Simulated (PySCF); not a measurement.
BH2(SiH3).
Bonds: B1–Si4. Hydrogens: H2, H3 on B1; H5, H6, H7 on Si4.

Method: PBE0-D3(BJ)/def2-SVP geometry optimisation, gas phase in PySCF.

Problem. Give the optimised bond lengths and angles.

Solution. 
```json
{"bond": "B1–H2, B1–H3", "length (Å)": "1.209"}
{"bond": "B1–Si4", "length (Å)": "2.015"}
{"bond": "Si4–H5, Si4–H6, Si4–H7", "length (Å)": "1.499"}
```

Bonds in one row agree within 0.01 Å and their mean is given. A selection of angles:
```json
{"angle": "H2–B1–H3", "degrees": "117.5"}
{"angle": "H2–B1–Si4", "degrees": "121.2"}
{"angle": "B1–Si4–H5", "degrees": "113.5"}
{"angle": "B1–Si4–H7", "degrees": "105.7"}
{"angle": "H5–Si4–H6", "degrees": "108.7"}
{"angle": "H5–Si4–H7", "degrees": "107.6"}
```

Si4 (silicon bonded to B and 3 H) is distorted tetrahedral (angles from 105.7° to 113.5°). B1 (boron bonded to Si and 2 H) is planar (angles 121.2°, 121.2° and 117.5°, sum 359.9°, 0.02 Å off the plane of its three neighbours).

Point group: Cs (tolerance 0.08 Å). Not checked by PBE0-D3(BJ)/def2-SVP frequencies.

Hardware: Arm Neoverse V2, one thread, shared host. Cost: 3.4 s. These figures are those of the optimisation.
